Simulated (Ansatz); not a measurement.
`CC(=S)CF` + `CCl` → `CC(=S)CCl` + `CF`  (formal exchange of groups at a C–C bond)

Program: Ansatz. Geometries: PBE0-D4/def2-TZVP. ΔE: electronic, gas phase. CCSD(T)/CBS is the MP2 limit (def2-TZVPP, def2-QZVPP) plus CCSD(T) − MP2 in def2-TZVPP, frozen cores. This one scheme is used for every species. DFT in def2-TZVPP. B3LYP here is the variant with VWN-RPA as its local correlation; programs differ in this. HSE06 is defined as in plane-wave codes. One conformer a species, not always the lowest.

`CC(=S)CF`:

Z-matrix (Å, degrees):
```
C
C 1 1.485
H 1 1.095 2 109.9
H 1 1.095 2 109.9 3 -115.7
H 1 1.087 2 110.9 3 122.1
S 2 1.617 1 124.6 3 -122.1
C 2 1.503 1 116.6 3 57.9
F 7 1.380 2 112.5 1 0.3
H 7 1.094 2 109.6 1 120.9
H 7 1.094 2 109.5 1 -120.3
```

`CCl`:

Z-matrix (Å, degrees):
```
C
Cl 1 1.773
H 1 1.088 2 108.6
H 1 1.087 2 108.7 3 -120.0
H 1 1.088 2 108.7 3 120.0
```

`CC(=S)CCl`:

Cartesian coordinates in Å:
```
C 0.901 -0.839 -0.396
C -0.387 -0.455 0.241
S -1.423 -1.517 0.884
C -0.759 0.998 0.216
Cl 0.604 2.096 0.574
H 1.007 -0.353 -1.372
H 0.978 -1.918 -0.499
H 1.732 -0.471 0.214
H -1.102 1.254 -0.791
H -1.551 1.206 0.929
```

`CF`:

Z-matrix (Å, degrees):
```
C
F 1 1.376
H 1 1.092 2 109.1
H 1 1.092 2 109.1 3 -120.0
H 1 1.092 2 109.1 3 120.0
```

```json
{"level": "LDA (SPW92)", "ΔE (kJ/mol)": "11.2", "difference from CCSD(T)/CBS": "5.2"}
{"level": "revPBE-D4", "ΔE (kJ/mol)": "6.3", "difference from CCSD(T)/CBS": "0.3"}
{"level": "BLYP-D4", "ΔE (kJ/mol)": "6.4", "difference from CCSD(T)/CBS": "0.4"}
{"level": "r2SCAN-D4", "ΔE (kJ/mol)": "11.7", "difference from CCSD(T)/CBS": "5.7"}
{"level": "B97M-V", "ΔE (kJ/mol)": "11.2", "difference from CCSD(T)/CBS": "5.2"}
{"level": "PBE0-D4", "ΔE (kJ/mol)": "9.0", "difference from CCSD(T)/CBS": "3.0"}
{"level": "B3LYP-D4", "ΔE (kJ/mol)": "7.6", "difference from CCSD(T)/CBS": "1.6"}
{"level": "r2SCANh-D4", "ΔE (kJ/mol)": "11.5", "difference from CCSD(T)/CBS": "5.5"}
{"level": "r2SCAN0-D4", "ΔE (kJ/mol)": "11.2", "difference from CCSD(T)/CBS": "5.2"}
{"level": "BHLYP-D4", "ΔE (kJ/mol)": "8.5", "difference from CCSD(T)/CBS": "2.5"}
{"level": "CAM-B3LYP-D4", "ΔE (kJ/mol)": "10.0", "difference from CCSD(T)/CBS": "4.0"}
{"level": "ωB97X-V", "ΔE (kJ/mol)": "10.6", "difference from CCSD(T)/CBS": "4.6"}
{"level": "ωB97M-V", "ΔE (kJ/mol)": "10.1", "difference from CCSD(T)/CBS": "4.1"}
{"level": "B2PLYP", "ΔE (kJ/mol)": "9.0", "difference from CCSD(T)/CBS": "3.0"}
{"level": "PBE-QIDH", "ΔE (kJ/mol)": "8.1", "difference from CCSD(T)/CBS": "2.1"}
{"level": "PBE", "ΔE (kJ/mol)": "11.5", "difference from CCSD(T)/CBS": "5.5"}
{"level": "revPBE", "ΔE (kJ/mol)": "12.0", "difference from CCSD(T)/CBS": "6.0"}
{"level": "BLYP", "ΔE (kJ/mol)": "12.1", "difference from CCSD(T)/CBS": "6.1"}
{"level": "r2SCAN", "ΔE (kJ/mol)": "12.4", "difference from CCSD(T)/CBS": "6.4"}
{"level": "PBE0", "ΔE (kJ/mol)": "11.6", "difference from CCSD(T)/CBS": "5.6"}
{"level": "B3LYP", "ΔE (kJ/mol)": "12.2", "difference from CCSD(T)/CBS": "6.2"}
{"level": "r2SCANh", "ΔE (kJ/mol)": "12.3", "difference from CCSD(T)/CBS": "6.3"}
{"level": "HSE06", "ΔE (kJ/mol)": "11.5", "difference from CCSD(T)/CBS": "5.5"}
{"level": "BHLYP", "ΔE (kJ/mol)": "12.6", "difference from CCSD(T)/CBS": "6.6"}
{"level": "CAM-B3LYP", "ΔE (kJ/mol)": "12.8", "difference from CCSD(T)/CBS": "6.8"}
{"level": "LC-ωPBE", "ΔE (kJ/mol)": "12.7", "difference from CCSD(T)/CBS": "6.7"}
{"level": "RPA@PBE/def2-TZVPP", "ΔE (kJ/mol)": "5.1", "difference from CCSD(T)/CBS": "-0.9"}
{"level": "HF/def2-SVP", "ΔE (kJ/mol)": "14.6", "difference from CCSD(T)/CBS": "8.6"}
{"level": "MP2/def2-SVP", "ΔE (kJ/mol)": "3.3", "difference from CCSD(T)/CBS": "-2.7"}
{"level": "CCSD/def2-SVP", "ΔE (kJ/mol)": "7.2", "difference from CCSD(T)/CBS": "1.2"}
{"level": "CCSD(T)/def2-SVP", "ΔE (kJ/mol)": "6.3", "difference from CCSD(T)/CBS": "0.3"}
{"level": "HF/def2-TZVPP", "ΔE (kJ/mol)": "13.9", "difference from CCSD(T)/CBS": "7.9"}
{"level": "SCS-MP2/def2-TZVPP", "ΔE (kJ/mol)": "3.6", "difference from CCSD(T)/CBS": "-2.4"}
{"level": "CCSD/def2-TZVPP", "ΔE (kJ/mol)": "7.7", "difference from CCSD(T)/CBS": "1.7"}
{"level": "CCSD(T)/def2-TZVPP", "ΔE (kJ/mol)": "6.3", "difference from CCSD(T)/CBS": "0.3"}
{"level": "HF/def2-QZVPP", "ΔE (kJ/mol)": "13.8", "difference from CCSD(T)/CBS": "7.8"}
{"level": "MP2/def2-QZVPP", "ΔE (kJ/mol)": "2.1", "difference from CCSD(T)/CBS": "-3.9"}
{"level": "SCS-MP2/def2-QZVPP", "ΔE (kJ/mol)": "3.5", "difference from CCSD(T)/CBS": "-2.5"}
{"level": "HF/CBS(def2)", "ΔE (kJ/mol)": "13.8", "difference from CCSD(T)/CBS": "7.8"}
{"level": "MP2/CBS(def2)", "ΔE (kJ/mol)": "2.0", "difference from CCSD(T)/CBS": "-4.0"}
{"level": "CCSD(T)/CBS", "ΔE (kJ/mol)": "6.0", "difference from CCSD(T)/CBS": "0"}
```

Largest T1 diagnostic among the species: 0.015.

The D4 term adds −4.6 kJ/mol with B3LYP and −2.6 kJ/mol with PBE0; it sums over pairs of atoms, weighted by their polarisabilities, and B3LYP, whose exchange is more repulsive, gets the larger term. In def2-TZVPP, CCSD(T) changes the Hartree–Fock value by −7.6 kJ/mol (the triples alone add −1.4 kJ/mol) and MP2 by −11.6 kJ/mol. Leaving LDA and LC-ωPBE aside and taking each functional with its dispersion term where it has one, the values spread over 5.4 kJ/mol, from revPBE-D4 to r2SCAN-D4.
